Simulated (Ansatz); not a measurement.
Run this with Ansatz's Python interface and show what comes out.

Script `relaxed_scan_c3h3.py`:
```python
# -*- coding: utf-8 -*-
'''Relaxed scan of one distance in C3H3.'''

import ansatz as az
import numpy as np


def main():
    geometry_ang = [
        ('C', [-1.2221, -0.6426, -0.5728]),
        ('C', [-0.2714, -0.1308, -0.124]),
        ('C', [0.8816, 0.4272, 0.407]),
        ('H', [-2.0869, -1.004, -0.9979]),
        ('H', [1.8319, 0.4228, -0.1753]),
        ('H', [0.9089, 0.8634, 1.4169]),
    ]
    c3h3 = az.Crystal.molecule()
    for symbol, xyz in geometry_ang:
        c3h3 = c3h3.atom(symbol, xyz)

    calc = (
        c3h3.calculation()
        .basis(gaussian='def2-SVP')
        .functional('pbe')
        .spin('collinear', total=1)
    )
    symbols = [site.symbol for site in c3h3.cartesian_sites]
    pairs = [(0, 1), (0, 3), (1, 2), (2, 4), (2, 5)]
    print('held (A)   E (eV)        ', '  '.join(f'{symbols[i]}{i}-{symbols[j]}{j}' for i, j in pairs))
    for length in [1.03, 1.11, 1.2, 1.34, 1.5]:
        report = calc.relax(constraints=[az.DistanceConstraint((2, 4), at=length)], force_tolerance=0.02, max_steps=60).run(threads=1).report
        xyz = np.array(report['positions_ang'])
        print(f'{length:6.2f} {report["free_energy_ev"]:14.5f}  ', '  '.join(f'{np.linalg.norm(xyz[i] - xyz[j]):.3f}' for i, j in pairs))


if __name__ == '__main__':
    main()
```

```console
$ python relaxed_scan_c3h3.py
held (A)   E (eV)         C0-C1  C0-H3  C1-C2  C2-H4  C2-H5
DeckWarning: relax.constraints: the input's atoms, or those drawn, lie off the distances that are held; a relaxation that starts there is brought onto them ahead of its first SCF, by positions alone, an atom by 4.23e-2 Å at the most. With the symmetry detection on, the symmetry is detected on the input's atoms as so [...]
  1.03    -3149.85293   1.244  1.081  1.374  1.030  1.102
  1.11    -3149.95080   1.245  1.081  1.373  1.110  1.102
  1.20    -3149.81851   1.245  1.081  1.371  1.200  1.101
  1.34    -3149.33997   1.246  1.081  1.366  1.340  1.100
  1.50    -3148.63718   1.247  1.081  1.360  1.500  1.099
```
(Warnings from the package without file and line, shortened, repeats left out.)

Reading the output:
- Total energies depend on the basis set; only differences at equal settings carry meaning.
- The energies are electronic: no zero-point or thermal terms, and the basis set is short of its limit.
- The species is open-shell (spin multiplicity 2).
- The whole script took 50 s on 1 thread of Arm Neoverse V1, on a shared host, peak memory 0.19 GiB.
